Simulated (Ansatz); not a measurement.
**NaO+ (singlet): the correlation ladder at distance O1–Na2 = 3.481 Å, cc-pVDZ**

One table from this session's results is given with a row withheld; the runs are named, their logs left out.

Program: Ansatz 0.2.0, Gaussian basis. Level of theory: cc-pVDZ, core rule «outside noble gas», up to 6 orbitals frozen. These are calculated values, not measurements.

Plan: UHF; CCSD(T) on RHF; CCSD(T) on UHF; BCCD(T) on RHF; CISD; CCSDT(Q) on RHF; CCSDT(Q) on UHF; CCSDTQ on RHF; CASSCF and MRCISD+Q, 2 electrons in 2 orbitals; CASSCF and NEVPT2, 2 electrons in 2 orbitals; Full CI.

69 further runs of the same task are left out: 45 for a known fault of the program, 18 that didn't finish, 6 set aside as unsound or not needed.

**The system**

The geometry derives from a PBE0/def2-TZVP stationary point (not a proven minimum). One bond is set to the value named and the two fragments are kept rigid.

2 atoms, charge 1, spin multiplicity 1.

Atoms are counted from 1 here; the program's logs count them from 0.

No contacts short enough for the rule that draws bonds.

Geometry (Å):

```xyz
2
NaO
O     0.0000    0.0000    0.0000
Na    0.0000    0.0000    3.4810
```

The first run:

in.yaml reads:

```yaml
crystal:
  periodic: [false, false, false]
  atoms:
    - {symbol: O, position_ang: [0.000000, 0.000000, 0.000000]}
    - {symbol: Na, position_ang: [0.000000, 0.000000, 3.481000]}
basis:
  gaussian: {orbitals: cc-pVDZ}
total_charge: 1
magnetization: {spin_polarized: true, initial_magnetization: 0}
hamiltonian: {xc: hf}
output: {orbitals: {seedname: orbitals}}
```

Started as:

```
> ansatz run in.yaml --threads 1 --pin off --events-out ev --progress --plain --max-ram 2393MiB
```

Among the steps run: UHF; CCSD(T) on RHF; CCSD(T) on UHF; BCCD(T) on RHF; CISD; CCSDT(Q) on RHF; CCSDT(Q) on UHF; CCSDTQ on RHF; CASSCF and MRCISD+Q, 2 electrons in 2 orbitals; CASSCF and NEVPT2, 2 electrons in 2 orbitals; Full CI.

One of the session's tables, all rows but one given; the rest of the session is left out.

```
       method  from FCI (meV)
          RHF         +4562.4
         RMP2         +1288.8
         CISD          +566.6
        RCCSD          +361.5
     RCCSD(T)          +166.9
      BCCD(T)          +167.1
       RCCSDT               ?
    RCCSDT(Q)            -2.1
      RCCSDTQ            +0.4
  CASSCF pair         +3465.2
  NEVPT2 pair          +400.3
  MRCISD pair           +88.8
MRCISD+Q pair           -16.8
          FCI               0
```

Estimate the missing values for RCCSDT.

**Answer.** from FCI (meV): +6.4. In the column «from FCI (meV)» it lies between RCCSDTQ (+0.4) and MRCISD pair (+88.8).

Left out of the table: UHF, UMP2, UCCSD, UCCSD(T), UCCSDT, UCCSDT(Q) (another determinant or state than the rows shown).

To keep in mind: The report flags that the cluster equations may have other roots. The program flags RCCSDT(Q), RCCSDTQ as in doubt, so those rows may rest on another solution; read them beside their warnings. RCCSDT(Q), MRCISD+Q pair fall below full CI, which methods that aren't variational can do.
